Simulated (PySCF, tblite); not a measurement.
# C3HO2−: infrared bands, NMR shifts and spin-spin couplings

What infrared bands, NMR shifts and spin-spin couplings should C3HO2− (`C#CC(=O)[O-]`) show?

Computed with tblite 0.8.0 and PySCF 2.14.0, with density-fitted response routines of our own, on a single molecule in the gas phase. Atoms are numbered from 0 throughout.

## (1) The molecule as given

6 atoms, charge -1, multiplicity 1; geometry from: GFN2-xTB.

Bonds of the start (Å): C0–C1 1.20, C1–C2 1.52, C2–O3 1.24, C2–O4 1.24, C0–H5 1.06.

## (2) Vibrational analysis with GFN2-xTB

The job: settings as JSON, then the geometry in Å.

```
{"job": {"kind": "ir", "xc": "GFN2-xTB", "basis": "xTB"}, "charge": -1, "multiplicity": 1}
C      1.528455    -0.065189     0.415319
C      0.349413    -0.015126     0.189576
C     -1.141220     0.049024    -0.091929
O     -1.830418    -0.716080     0.596282
O     -1.468219     0.857751    -0.971120
H      2.565112    -0.108390     0.613307
```

**Question.** This job is followed by: GIAO PBE0/pcSseg-1 NMR shielding, non-relativistic, gas phase; B3LYP/pcJ-1 indirect spin-spin coupling, non-relativistic, gas phase. What will the session give for the following? strongest single infrared mode (GFN2-xTB); zero-point energy (GFN2-xTB); 13C shifts against TMS (PBE0/pcSseg-1); 1H shifts against TMS (PBE0/pcSseg-1); 17O shifts against H2O (PBE0/pcSseg-1, means over atoms taken as alike); largest coupling of the table (B3LYP/pcJ-1).

The runs gave:

| quantity | value |
| --- | --- |
| strongest single infrared mode (GFN2-xTB) | 1762 cm⁻¹, 670 km/mol |
| zero-point energy (GFN2-xTB) | 18.0 kcal/mol |
| 13C shifts against TMS (PBE0/pcSseg-1) | 157.3, 95.5, 53.4 ppm |
| 1H shifts against TMS (PBE0/pcSseg-1) | 0.65 ppm |
| 17O shifts against H2O (PBE0/pcSseg-1, means over atoms taken as alike) | 366.7 ppm |
| largest coupling of the table (B3LYP/pcJ-1) | 1J(C,H) C0–H5, 243.4 Hz |

In words: No mode is imaginary among the 12: a minimum at this level. The strongest single mode, at 1762 cm⁻¹, moves mainly C2. GFN2-xTB is a fitted tight-binding method: band positions and strengths are rough. Its intensities can rank the bands wrongly. At PBE0/pcSseg-1: The largest span, 483 ppm, is at O3, O4, where the paramagnetic term is -438 ppm. Of the pairs tabulated at B3LYP/pcJ-1, C0–H5 couples most strongly (243.4 Hz; Fermi contact 242.7 Hz).
